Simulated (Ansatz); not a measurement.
**Two structures, one formula**

Two relaxed structures of CH₅OSi (charge +1), closed shell (PBE0-D4/def2-TZVP; forces vanish, vibrations not checked).

A:

```
8
angstrom
O 0.3065 -0.8455 1.1375
C -0.0656 1.1392 -0.9638
Si -0.5682 -0.3361 -0.3610
H -1.4878 -1.4548 -0.5734
H -0.5735 1.5401 -1.8359
H 0.9298 -0.2564 1.5927
H 0.3945 -1.7635 1.4393
H 0.7257 1.7493 -0.5449
```

B:

O1  (-1.231, 0.208, -1.312)
C2  (-0.203, 0.572, -0.687)
Si3  (0.608, -0.312, 0.832)
H4  (-1.647, -0.611, -0.975)
H5  (0.209, 1.493, -1.116)
H6  (0.564, 0.747, 1.862)
H7  (1.962, -0.615, 0.320)
H8  (-0.263, -1.482, 1.075)
(Å)

Ansatz 0.2.0; basis: def2-TZVPP; cores frozen in the correlated methods. B3LYP uses VWN-RPA correlation.

Q: Which structure is lower at CCSD(T), and by how much? (To be estimated.)

A: The calculation gives: A, by 25.5 kJ/mol (electronic energy, against the other). By their contacts, A is CH₅OSi ([CH2][SiH][OH2]), total charge +1 and B is CH₅OSi ([OH][CH][SiH3]), total charge +1.

Q: Do the other methods give the same order? (A judgement: the text doesn't fix the answer.)

A: The calculation gives: Not all: HF gives the other order.

```tsv
method	E(B) − E(A) (kJ/mol)
PBE-D4	25.6
r2SCAN-D4	28.1
PBE0-D4	24.0
B3LYP-D4	21.0
wB97M-V	24.5
HF	-23.3
MP2	40.9
CCSD	20.7
CCSD(T)	25.5
```

The T1 diagnostic stays at or below 0.018. The restricted Hartree–Fock reference is unstable towards an unrestricted one at one or more of these structures.

Labels in which every atom is bracketed show which atoms are joined, not bond orders.

For scale, one of the runs: CCSD(T)/def2-TZVPP, 174 basis functions, launched by `ansatz run in.yaml --threads 2 --pin off --events-out ev --progress --plain --max-ram 4352MiB`. The run took 8.5 s on 2 CPU threads of an AMD EPYC 9R45 (shared host), with 1.5 GiB of host memory at its peak.
